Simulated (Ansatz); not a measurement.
# C5H10: up Jacob's ladder to CCSD(T)

One table from this session's results is given with a row withheld; the runs are named, their logs left out.

Program: Ansatz 0.2.0, Gaussian basis. Level of theory: functionals in def2-TZVPP, the program's frozen cores in correlated methods. These are calculated values, not measurements.

Plan: PBE-D4, r2SCAN-D4, PBE0-D4, B3LYP-D4, ωB97X-V, ωB97M-V, B2PLYP; CCSD(T)/def2-TZVPP; MP2/def2-QZVPP; extrapolation to the limit.

### The geometry

All runs share one geometry, relaxed beforehand with PBE0-D4 in a triple-zeta def2 set.

SMILES `C=CC(C)C`, 15 atoms, charge 0, spin multiplicity 1.

Atoms are counted from 1 here; the program's logs count them from 0.

Bond lengths: C1–C2 1.326 Å, C1–H6 1.084 Å, C1–H7 1.084 Å, C2–C3 1.499 Å, C2–H8 1.089 Å, C3–C4 1.528 Å, C3–C5 1.518 Å, C3–H9 1.100 Å, C4–H10 1.093 Å, C4–H11 1.093 Å, C4–H12 1.093 Å, C5–H13 1.092 Å, C5–H14 1.094 Å, C5–H15 1.092 Å. Angles: C2–C1–H6 121.1°, C2–C1–H7 122.2°, H6–C1–H7 116.7°, C1–C2–C3 127.0°, C1–C2–H8 118.4°, C3–C2–H8 114.6°, C2–C3–C4 109.9°, C2–C3–C5 113.9°, C2–C3–H9 106.5°, C4–C3–C5 111.1°, C4–C3–H9 107.0°, C5–C3–H9 108.0°, C3–C4–H10 111.4°, C3–C4–H11 110.9°, C3–C4–H12 110.5°, H10–C4–H11 108.0°, H10–C4–H12 107.8°, H11–C4–H12 108.1° and more.

Set-up of the first run:

The input, in.yaml:

```yaml
crystal:
  periodic: [false, false, false]
  atoms:
    - {symbol: C, position_ang: [-1.650586, 0.611486, 1.131258]}
    - {symbol: C, position_ang: [-0.550405, -0.127726, 1.102723]}
    - {symbol: C, position_ang: [0.571822, -0.035724, 0.113553]}
    - {symbol: C, position_ang: [0.789604, -1.393462, -0.552544]}
    - {symbol: C, position_ang: [0.391365, 1.059645, -0.922235]}
    - {symbol: H, position_ang: [-2.409292, 0.455667, 1.889344]}
    - {symbol: H, position_ang: [-1.838766, 1.396683, 0.407464]}
    - {symbol: H, position_ang: [-0.426916, -0.902520, 1.858531]}
    - {symbol: H, position_ang: [1.480192, 0.189157, 0.691356]}
    - {symbol: H, position_ang: [0.944151, -2.181350, 0.188785]}
    - {symbol: H, position_ang: [1.663668, -1.370659, -1.208019]}
    - {symbol: H, position_ang: [-0.080468, -1.667660, -1.155430]}
    - {symbol: H, position_ang: [0.280446, 2.041445, -0.456623]}
    - {symbol: H, position_ang: [-0.494226, 0.875250, -1.537227]}
    - {symbol: H, position_ang: [1.255513, 1.099666, -1.589136]}
basis:
  gaussian: {orbitals: def2-TZVPP}
hamiltonian: {xc: pbe, dispersion: d4}
output: {forces: true, orbitals: {seedname: orbitals}}
```

The run is started by

```console
> ansatz run in.yaml --threads 4 --pin off --events-out ev --progress --plain --max-ram 10444MiB
```

Steps of the session up to this table: PBE-D4 (GGA); r2SCAN-D4 (meta-GGA); PBE0-D4 (hybrid); B3LYP-D4 (hybrid); ωB97X-V (range-separated); ωB97M-V (range-separated); B2PLYP (double hybrid); CCSD(T) in def2-TZVPP; MP2 in def2-QZVPP.

One table of the session follows, with a row left open; its other results are not shown here.

```
            method  atoms, summed (eV)  atomisation energy (kJ/mol)
            PBE-D4           -5278.356                       6180.3
         r2SCAN-D4           -5283.468                       6078.8
           PBE0-D4           -5280.022                       6110.7
          B3LYP-D4           -5287.687                       6076.7
           ωB97X-V           -5285.482                       6066.4
           ωB97M-V                   ?                            ?
            B2PLYP           -5282.309                       6016.1
     HF/def2-TZVPP           -5264.328                       4608.4
    MP2/def2-TZVPP           -5273.323                       5996.8
   CCSD/def2-TZVPP           -5276.100                       5868.6
CCSD(T)/def2-TZVPP           -5276.376                       5941.3
           MP2/CBS           -5274.859                       6119.9
       CCSD(T)/CBS           -5277.912                       6064.4
```

Estimate the missing values for ωB97M-V.

As computed: atoms, summed (eV): -5283.718; atomisation energy (kJ/mol): 6080.5. In the column «atoms, summed (eV)» it lies between ωB97X-V (-5285.482) and r2SCAN-D4 (-5283.468).
